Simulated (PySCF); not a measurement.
Molecule (SMILES): FOF.
Geometry (B3LYP-D3(BJ)/def2-TZVP, fixed):
```
O
F 1 1.4020
F 1 1.4020 2 103.99
```
Charge 0, spin multiplicity 1.

Basis-set convergence of the mean static polarisability at PBE0 with PySCF. All functions are spherical. Density fitting with generated auxiliary sets. No added dispersion term, no relativity. Reference: the value in d-aug-cc-pVTZ, 14.53 bohr³, itself unsure by roughly 0.6 % (its mean distance from aug-pcseg-3, aug-cc-pVQZ, aug-pcseg-2). Deviations are taken from unrounded values. Cost is core time over that of 6-31G**, rough, on shared machines of one kind; a dash marks a row that isn't timed (too short, read off another run, short of memory, by another algorithm or on other hardware).

```json
[
 {"basis": "STO-3G", "functions": "15", "cost": "-"},
 {"basis": "3-21G", "functions": "27", "cost": "-"},
 {"basis": "6-31G", "functions": "27", "cost": "-"},
 {"basis": "6-31G**", "functions": "42", "cost": "1×"},
 {"basis": "def2-SVP", "functions": "42", "cost": "-"},
 {"basis": "6-311G**", "functions": "54", "cost": "1×"},
 {"basis": "def2-TZVPP", "functions": "93", "cost": "3×"},
 {"basis": "d-aug-cc-pVDZ", "functions": "96", "cost": "3×"},
 {"basis": "def2-QZVPP", "functions": "171", "cost": "7×"},
 {"basis": "d-aug-cc-pVTZ", "functions": "186", "cost": "10×"}
]
```

Q: Which is the smallest set listed that can be trusted to 2 % here, that is, within that of the reference together with its larger relatives (same family, alike in diffuse functions; a set with none to test it counts only in the reference's own line)?

A: The smallest set listed that lies within 2 % of the reference with all its larger relatives (same family, alike in diffuse functions; a set with none counts only in the reference's own line) is d-aug-cc-pVDZ (96 functions, 3× in cost, -0.2 % off). Value minus reference over the reference: STO-3G -68.6, 3-21G -51.8, 6-31G -43.5, 6-31G** -33.2, def2-SVP -38.1, 6-311G** -37.4, def2-TZVPP -21.1, d-aug-cc-pVDZ -0.2, def2-QZVPP -14.2, d-aug-cc-pVTZ 0.0 %.
